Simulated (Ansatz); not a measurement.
## Relaxing ZrMo3

Computed with Ansatz, DFT PBE, scalar-relativistic, plane waves, PAW. Cutoff 420 eV, Γ-centred k mesh, Gaussian smearing, no spin polarisation in the final step.

This is the end of a relaxation of cell and atoms.

```xyz
8
Lattice="5.1908 0.0000 0.0000 0.0000 5.1908 0.0000 0.0000 0.0000 5.1908" Properties=species:S:1:pos:R:3 pbc="T T T"
Zr    0.0000    0.0000    0.0000
Zr    2.5954    2.5954    2.5954
Mo    1.2977    0.0000    2.5954
Mo    2.5954    3.8931    0.0000
Mo    3.8931    0.0000    2.5954
Mo    2.5954    1.2977    0.0000
Mo    0.0000    2.5954    3.8931
Mo    0.0000    2.5954    1.2977
```

Formation energies are uncorrected and refer to the elements' standard structures at the same level.

What space group does it have?

Pm-3n (No. 223). Conventional cell: a = 5.191 Å. Zr is coordinated by 12 Mo at 2.90 Å; Mo has 2 Mo at 2.60 Å, 4 Zr at 2.90 Å and 8 Mo at 3.18 Å.

What is its formation energy per atom?

0.22 eV/atom.

Is it a metal?

Yes, bands cross the Fermi level on the 8×8×8 mesh.

The final run used a 8×8×8 mesh on its 8-atom cell and 0.10 eV smearing. For metals, differences of a few meV/atom aren't resolved.

Cost: 3 runs of about 2.2 core-minutes in all, on AMD EPYC 7R43 (Zen 3) (shared hosts).